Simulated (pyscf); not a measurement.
## 1,1-elimination: `[NH2][GaH2]` → `[NH2][Ga]` [singlet] + `[H][H]`

Gas phase, singlet surface, charge 0. Bonds broken: Ga2–H5, Ga2–H6. Bonds formed: H5–H6. Optimised with ωB97X-D3(BJ)/def2-SVP in PySCF.

Transition state (Å):

```xyz
6

N     -0.0651    -0.6444     0.6020
Ga     1.4331    -0.5146    -0.3778
H     -0.3044    -0.0391     1.3764
H     -0.7685    -1.3475     0.4143
H      2.7471     0.2572    -0.5760
H      2.2223     0.9422     0.4936
```

One imaginary mode, 1507i cm⁻¹; descent along it reached the two sides named.

| bond | change | reactant side (Å) | saddle | product side |
|---|---|---|---|---|
| Ga2–H5 | breaks | 1.562 | 1.537 | 3.1 |
| Ga2–H6 | breaks | 1.562 | 1.872 | 3.2 |
| H5–H6 | forms | 2.8 | 1.374 | 0.760 |

Electronic energies relative to the reactant's lowest minimum found (kJ/mol):

```json
[
 {"level": "ωB97X-D3(BJ)/def2-TZVP", "barrier": "309.3", "reaction energy": "+68.8", "reverse barrier": "240.4"},
 {"level": "PBE/def2-TZVP", "barrier": "255.5", "reaction energy": "+48.3", "reverse barrier": "207.2"},
 {"level": "r²SCAN/def2-TZVP", "barrier": "274.0", "reaction energy": "+66.9", "reverse barrier": "207.1"},
 {"level": "B3LYP-D3(BJ)/def2-TZVP", "barrier": "278.9", "reaction energy": "+41.1", "reverse barrier": "237.8"},
 {"level": "PBE0-D3(BJ)/def2-TZVP", "barrier": "281.5", "reaction energy": "+63.8", "reverse barrier": "217.7"},
 {"level": "M06-2X/def2-TZVP", "barrier": "297.3", "reaction energy": "+51.1", "reverse barrier": "246.2"},
 {"level": "ωB97M-D3(BJ)/def2-TZVP", "barrier": "297.1", "reaction energy": "+52.6", "reverse barrier": "244.5"},
 {"level": "HF/def2-TZVP", "barrier": "357.7", "reaction energy": "+62.1", "reverse barrier": "295.6"}
]
```

With ωB97M-D3(BJ)/def2-TZVP energies and thermal terms (ideal gas, 1 atm, RRHO with modes under 100 cm⁻¹ raised to 100, one conformer, R ln 2 for chiral ones without a mode under 150 cm⁻¹), in kJ/mol:

```
T (K)    ΔH‡    ΔG‡     ΔH      ΔG
-----  -----  -----  -----  ------
298    287.7  285.2  +44.8    +9.4
600    286.9  282.9  +46.6   -27.5
900    285.7  281.2  +45.3   -64.3
1200   284.0  279.9  +42.3  -100.4
```

The same reactants have a lower exit, to NH₃ + GaH [singlet] (barrier +274.4 kJ/mol at ωB97M-D3(BJ)/def2-TZVP, against +297.1 kJ/mol here). This is the saddle that the search found; another between the same sides may lie lower. Elements up to Kr have no core potential and no relativistic terms here.
